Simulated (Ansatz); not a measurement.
Isomers of Mg3H3 (doublet), relaxed with PBE-D4/def2-TZVP; total energies from Ansatz at r2SCAN0-D4/def2-TZVP.

```json
{"isomer": "A", "description": "point group Cs; 1 × Mg–Mg 3.01 Å; 5 × H–Mg 1.72 to 1.91 Å", "energy (Eh)": "-601.88415"}
{"isomer": "B", "description": "point group Cs; 2 × Mg–Mg 3.29 to 3.31 Å; 4 × H–Mg 1.72 to 1.89 Å", "energy (Eh)": "-601.86744"}
{"isomer": "C", "description": "point group C2v; 2 × Mg–Mg 2.99 Å; 3 × H–Mg 1.72 to 1.73 Å", "energy (Eh)": "-601.85098"}
```

The isomers come from a short search, and lower ones may exist.

Work out the relative energies (1 Eh = 2625.5 kJ/mol) and the Boltzmann populations at 1200 K from electronic energies alone (R = 8.314 J/mol/K).

ΔE: A 0.0, B 43.9, C 87.1 kJ/mol. RT = 9.98 kJ/mol. Factors exp(−ΔE/RT): A 1, B 0.0123, C 0.000162; sum 1.012. Populations: A 98.8 %, B 1.2 %, C 0.0 %. Zero-point energy, vibrational entropy and symmetry numbers are left out and can shift these; an error of 4 kJ/mol changes a ratio by a factor of 1.5. Over the other density-functional and correlated levels in def2 sets, the gap between A and B ranges from 43 to 53 kJ/mol.
